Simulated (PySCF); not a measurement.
## NaH, PBE0: how much the basis matters

PySCF, UKS reference; singlet, unpaired electrons none; De to Na + H without counterpoise correction.

| basis | relativity | functions | Re (Å) | ωe (cm⁻¹) | De (eV) | μ (D) |
| --- | --- | --- | --- | --- | --- | --- |
| def2-SVP | no relativity | 20 | 1.893 | 1155 | 1.75 | -6.25 |
| def2-SVPD | no relativity | 26 | 1.888 | 1170 | 1.77 | -6.19 |
| pcseg-2 | no relativity | 33 | 1.892 | 1170 | 1.77 | -6.21 |
| aug-cc-pVDZ | no relativity | 36 | 1.888 | 1168 | 1.74 | -6.25 |
| def2-TZVP | no relativity | 38 | 1.891 | 1171 | 1.77 | -6.21 |
| x2c-TZVPPall | spin-free X2C | 46 | 1.886 | 1177 | 1.78 | -6.18 |

(1) How does each smaller set differ from the one with most functions, x2c-TZVPPall?

A positive dipole means Na(−)H(+). Measured (Huber and Herzberg, Constants of Diatomic Molecules (1979)): Re = 1.8874 Å, ωe = 1172.2 cm⁻¹. 

Answers

(1) def2-SVP: +0.7 pm, -1.9 % in ωe, -0.03 eV in De; def2-SVPD: +0.2 pm, -0.6 % in ωe, -0.01 eV in De; pcseg-2: +0.6 pm, -0.6 % in ωe, -0.01 eV in De; aug-cc-pVDZ: +0.2 pm, -0.8 % in ωe, -0.04 eV in De; def2-TZVP: +0.5 pm, -0.5 % in ωe, -0.01 eV in De. All at PBE0; the set with most functions is neither the basis-set limit nor always the best. The rows treat relativity differently, so the differences are not basis effects alone.
